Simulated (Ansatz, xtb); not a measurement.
C4H7NO: which of two isomers lies lower

Structure I is `C=C[C@@]1(N)CO1`, a singlet and structure II is `C=C[C@@H]1O[C@@H]1N`, a singlet. Both are isolated molecules in the gas phase, relaxed with r2SCAN-D4/def2-SVP, each in the lowest conformer that the search found.

Energies in hartree; the thermal terms are from GFN2-xTB frequencies at re-optimised GFN2-xTB minima (ideal gas, soft modes damped towards free rotors, one conformer each, 298.15 K, 1 atm) and include the zero-point energy:

```
                              I           II
E, CCSD(T)/def2-SVP  −285.545446  −285.545585
    E, MP2/def2-SVP  −285.464592  −285.464882
  E, MP2/def2-TZVPP  −286.002974  −286.003544
  zero-point energy     0.104658     0.104831
       H(298 K) − E     0.112012     0.112169
       G(298 K) − E     0.075017     0.075044
```

Problem. Correct the CCSD(T) difference for the basis set by the MP2 change, then work out ΔE, ΔE₀, ΔH and ΔG for I → II in kJ/mol (1 Eh = 2625.50 kJ/mol) and the equilibrium ratio [II]/[I].

Solution. 1. Differences II − I: CCSD(T) −0.000139, MP2 in the small set −0.000290, MP2 in the large set −0.000570 Eh.
2. ΔE = −0.000139 + (−0.000570 − (−0.000290)) = −0.000419 Eh = −1.10 kJ/mol.
3. ΔE₀ = ΔE + ΔZPE = −0.000419 + (+0.000173) Eh = −0.65 kJ/mol.
4. ΔH = ΔE + (+0.000157) Eh = −0.69 kJ/mol.
5. ΔG = ΔE + (+0.000027) Eh = −1.03 kJ/mol, so ΔS = (ΔH − ΔG)/T = +1.1 J/(mol K).
6. kT = 0.9442 mEh, so K = [II]/[I] = exp(−ΔG/kT) = exp(+0.42) ≈ 1.5.

The two are too close for this level to say which is favoured. An error of 4 kJ/mol in ΔG would change K by a factor of 5. Mirror images and further conformers aren't counted.

As drawn, both hold the same kinds of bond in the same numbers.

Other levels gave ΔE = +0.6 (GFN2-xTB); +3.3 (HF/STO-3G, GFN2-xTB geometries); −2.5 (r2SCAN-D4/def2-SVP//GFN2-xTB); −1.6 (r2SCAN-D4/def2-SVP); −0.6 (HF/def2-SVP); −0.8 (MP2/def2-SVP); −0.4 (CCSD(T)/def2-SVP) kJ/mol. The correlated steps freeze 6 core orbitals. Programs: Ansatz 0.2.0, xtb 6.7.1.
